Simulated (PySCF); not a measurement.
Metal–ligand bonds in Cd(Cl)1–Y. All species are isolated molecules in the gas phase. One relaxed conformer stands for each flexible species; it need not be the lowest. Multiplicities are imposed; where one is given, others were not computed. Strings in code marks are SMILES.

The highest occupied spin orbital from two functionals at the same geometries (r2SCAN-D4/def2-SVP), both in PySCF: PBE-D3(BJ)/def2-TZVP and TPSSh-D3(BJ)/def2-TZVP. 

| species | TPSSh-D3(BJ)/def2-TZVP (eV) |
|---|---|
| ligand removed as a radical ([Cd(Cl)]) | -6.03 |
| free radical OH (`[OH]`) | -8.09 |
| free radical CH3 | -6.06 |
| free radical OCH3 (`C[O]`) | -6.86 |
| free radical N(CH3)2 | -6.40 |
| free radical SH (`[SH]`) | -6.75 |

Task: What does PBE-D3(BJ)/def2-TZVP give for each?

Result: 
- ligand removed as a radical ([Cd(Cl)]): -5.65
- free radical OH (`[OH]`): -7.16
- free radical CH3: -5.38
- free radical OCH3 (`C[O]`): -5.95
- free radical N(CH3)2: -5.55
- free radical SH (`[SH]`): -6.12
Over these rows, drawn at random from the members with no instability flagged (it was tested for open shells, ions and some series alone), PBE minus TPSSh-D3(BJ): mean +0.73 eV, from +0.38 eV to +0.93 eV.
